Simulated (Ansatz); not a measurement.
Eight cases of atomisation energy with Al to Br (electronic energies, kcal/mol), geometries: B3LYP-D3(BJ)/def2-TZVP. Functionals by Ansatz (a quantum-chemistry and plane-wave program) in def2-TZVPD; columns hold the difference against the high level (Ansatz, AFQMC by cisd_afqmc): A = CCSD(T)/CBS(cc-pV(Q+d)Z,cc-pV(5+d)Z) + [CCSDT(Q) - CCSD(T)]/cc-pV(D+d)Z + core + X2C; B = CCSD(T)/CBS(cc-pV(T+d)Z,cc-pV(Q+d)Z) + [CCSDT(Q) - CCSD(T)]/cc-pV(D+d)Z + core + X2C; C = CCSD(T)/CBS(cc-pV(T+d)Z,cc-pV(Q+d)Z) + [CCSDT(Q) - CCSD(T)]/cc-pV(T+d)Z + core + X2C; D = CCSD(T)/CBS(cc-pVQZ,cc-pV5Z) + [CCSDT(Q) - CCSD(T)]/cc-pV5Z + [CCSDTQ - CCSDT(Q)]/cc-pVTZ; E = CCSD(T)/CBS(cc-pVQZ,cc-pV5Z) + [CCSDT(Q) - CCSD(T)]/cc-pV5Z + [FCI - CCSDT(Q)]/cc-pVDZ; F = CCSD(T)/CBS(cc-pVQZ,cc-pV5Z) + [CCSDT(Q) - CCSD(T)]/cc-pVTZ; G = CCSD(T)/CBS(cc-pVQZ,cc-pV5Z) + [CCSDT(Q) - CCSD(T)]/cc-pVTZ + [CCSDTQ - CCSDT(Q)]/cc-pVDZ. The cases were drawn at random from those of this class that have a high level and all functionals, leaving out states under which another spin lies or may lie. Left out are anions, K, Ca, elements past Kr, ionisation of Li, Na and Mg, pi-pi* triplets of linear molecules and other triplets made from a closed-shell parent. Runs that doubt their state, and full CI more than 15 mEh from coupled cluster, are set aside; a case stays where another high level and all functionals remain. AFQMC serves as high level only in triple zeta or larger, with a steady walk, a bar under 0.8 kcal/mol and agreement with other high levels or trials where they ran; where none ran, an unstable determinant or (outside 3d species) a high T1 diagnostic also bars it, so strongly correlated cases are thinned. No case was kept or dropped by the size of a functional's miss. Each difference is the functional minus the high level; affinities count positive where energy is released, gaps as the second state minus the first. UHF or UKS for unpaired electrons; spin-orbit terms are left out. Cores are frozen in correlated methods (noble-gas shells, and filled d and f shells in the p block). Rows without X2C or -DK are non-relativistic. CBS(X,Y): correlation extrapolated as X^-3, Hartree-Fock from the larger set (Q,5: extrapolated as (X+1)exp(-9√X)). A bracket is a step between two methods taken in the basis named. The functionals are non-relativistic, so their misses hold any scalar relativity. 'core' is core correlation in cc-pwCVTZ (1s frozen past Ne), 'X2C' scalar relativity in cc-pVTZ-DK, both at CCSD(T). Full CI freezes restricted core orbitals, also for open shells; the composite that ends in it estimates full CI at the basis-set limit. For partners of very few electrons the exact lower level stands in for a higher one. Spin-orbit terms, left out, reach several kcal/mol for Br and I, and more for heavier atoms.

```tsv
case	level	value	PBE	B3LYP	wB97M-V
SO3 (sulfur trioxide, SMILES O=S(=O)=O)	A	346.8	26.0	-15.7	-5.8
GeH (SMILES [GeH], doublet)	D	67.9	-0.6	1.7	0.6
SiF3 (SMILES F[Si](F)F, doublet)	B	407.2	2.0	-11.8	-6.5
H3SiO (SMILES [SiH3][O], doublet)	C	336.8	-1.2	0.1	0.7
H2SO4 (SMILES O=S(O)(=O)O)	B	601.4	22.6	-22.0	-4.0
BH2Se (SMILES B[Se], doublet)	G	272.1	8.5	4.2	3.3
GaH3 (SMILES [GaH3])	E	197.2	-7.5	-2.5	-0.1
BBr3 (tribromoborane, SMILES BrB(Br)Br)	F	275.1	13.5	-8.8	0.1
```

Over these rows, PBE: mean +7.9, mean absolute 10.2, median absolute 8.0, largest +26.0; B3LYP: mean -6.9, mean absolute 8.3, median absolute 6.5, largest -22.0; wB97M-V: mean -1.5, mean absolute 2.6, median absolute 2.0, largest -6.5 kcal/mol. PBE lies above in 5 and below in 3 of the eight.
